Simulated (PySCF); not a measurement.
A side-by-side comparison of computed properties.

First species: C3H2F2O.
SMILES: `FC1=C(F)OC1`

Second species: 2-methyl-2-pentene, C₆H₁₂.
Z-matrix (Å and degrees, GFN2-xTB geometry), rows numbered from 1:
```
C 
C   1  1.5300
C   2  1.4984  1  110.87
C   3  1.3270  2  127.90  1  -104.96
C   4  1.5019  3  121.20  2   179.71
C   4  1.5002  3  125.18  2    -0.84
H   1  1.0881  2  110.56  3  -177.71
H   1  1.0878  2  110.28  3    62.08
H   1  1.0879  2  110.42  3   -57.57
H   2  1.0935  1  108.85  3   119.53
H   2  1.0900  1  109.42  3  -123.08
H   3  1.0835  2  113.78  1    73.33
H   5  1.0898  4  110.19  3   120.92
H   5  1.0867  4  111.41  3     0.29
H   5  1.0899  4  110.26  3  -120.41
H   6  1.0849  4  112.44  3     8.24
H   6  1.0895  4  109.74  3   128.92
H   6  1.0904  4  109.98  3  -112.84
```

Levels: CAM-B3LYP/def2-SVPD for dipole moment, HOMO energy, LUMO energy, HOMO–LUMO gap, static isotropic polarisability and electronic spatial extent ⟨r²⟩ about the centre of nuclear charge; TDDFT CAM-B3LYP/def2-SVPD for lowest singlet excitation; TDA CAM-B3LYP/def2-SVPD for lowest triplet excitation (Tamm–Dancoff); GFN2-xTB for rotational constant A and rotational constant C. Geometries: GFN2-xTB. Each structure is a single optimised conformer of the isolated species, non-relativistic unless stated. Electronic properties by PySCF.

Dipoles, sizes and rotational constants follow the conformer. The torsions of the flexible species, by atom-mapped SMILES:
- `[CH3:1][CH2:2][CH:3]=[C:4]([CH3:5])[CH3:6]`: C1–C2–C3–C4 -105°

(1) Which of the two has the higher ⟨r²⟩, and by how much?

(2) Which has the higher static isotropic polarisability?

(3) Which has the higher rotational constant C?

(4) Which of the two has the higher LUMO energy, and by how much?

(5) Which of the two has the higher dipole moment, and by how much?

(6) Which of the two has the higher HOMO–LUMO gap, and by how much?

(7) Which has the higher rotational constant A?

(8) Which of the two has the higher S1 energy, and by how much?

## Answers

(1) The second: 810 bohr² against 484 bohr², a difference of 326 bohr².

(2) The second: 75.4 au against 38.3 au, a difference of 37.1 au.

(3) The first: 2.244 GHz against 1.685 GHz, a difference of 0.559 GHz.

(4) The second: 1.32 eV against 1.05 eV, a difference of 0.27 eV.

(5) The first: 1.80 D against 0.25 D, a difference of 1.55 D.

(6) The first: 9.41 eV against 9.30 eV, a difference of 0.11 eV.

(7) The second: 6.418 GHz against 5.413 GHz, a difference of 1.005 GHz.

(8) The second: 6.49 eV against 5.98 eV, a difference of 0.51 eV.

On the first: The dipole equals about 6.0 × 10⁻³⁰ C·m (1 D = 3.33564 × 10⁻³⁰ C·m). The polarisability is 5.68 Å³ as a volume (1 au = 0.148185 Å³), or 0.83 au for each of the 46 electrons.

On the second: The principal polarisabilities are 61.4, 70.2 and 94.7 au; their mean is the isotropic value. The polarisability is 11.18 Å³ as a volume (1 au = 0.148185 Å³), or 1.57 au for each of the 48 electrons.
